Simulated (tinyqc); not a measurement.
Inside a calculation. Method: Pariser-Parr-Pople SCF with singles CI, for the molecule c1ccoc1 (SMILES; centres numbered as the heavy atoms are written). One step of it, computed by the program tinyqc.

Problem. Singles CI, singlets. Over the 6 single excitations with the smallest orbital gaps: A = (e_a - e_i) delta + 2 (ia|jb) - (ij|ab), with (pq|rs) = sum c_mp c_mq gamma_mn c_nr c_ns. f = 2/3 w |mu|^2 in atomic units, mu = sqrt2 sum c_ia sum_m c_mi c_ma R_m.

orbital energies (eV): -15.705913  -11.087277  -9.588158  -0.579714  1.127575

coefficients:
```
,MO1,MO2,MO3,MO4,MO5
1C,0.175020,0.610161,0.357392,-0.311576,-0.610133
2C,0.175039,0.610255,-0.357209,-0.311354,0.610254
3C,0.353433,0.195059,-0.610162,0.580516,-0.357408
4O,0.829992,-0.423406,-0.000071,-0.363099,0.000044
5C,0.353451,0.194862,0.610225,0.580637,0.357193
```

repulsion gamma_rs (eV), lower triangle:
```
,1C,2C,3C,4O,5C
1C,11.130000
2C,5.344818,11.130000
3C,4.046371,5.346212,11.130000
4O,4.574962,4.574406,6.308436,21.500000
5C,5.344818,4.045107,4.045936,6.309373,11.130000
```

Centres (angstrom, eV; a flat drawing with bonds scaled to 1.40 angstrom):
```
centre,x,y,core charge z,W,gamma_rr
1C,1.191000,0.000000,1,11.160000,11.130000
2C,0.368000,1.133000,1,11.160000,11.130000
3C,-0.963000,0.700000,1,11.160000,11.130000
4O,-0.963000,-0.700000,2,33.000000,21.500000
5C,0.368000,-1.133000,1,11.160000,11.130000
```

Give: singlet CI matrix; singlet excitation energies; oscillator strengths.

Solution.

singlet CI matrix (eV), lower triangle:
```
,3>4,2>4,3>5,2>5,1>4,1>5
3>4,5.964
2>4,0.001,6.927
3>5,0.001,0.972,7.243
2>5,-0.073,0.000,0.000,8.517
1>4,0.000,-0.055,0.005,0.000,10.887
1>5,0.361,0.000,0.000,0.334,0.000,12.146
```

singlet excitation energies (eV): 5.940  6.100  8.070  8.491  10.888  12.196

oscillator strengths: 0.404  0.012  1.022  0.238  0.025  0.042
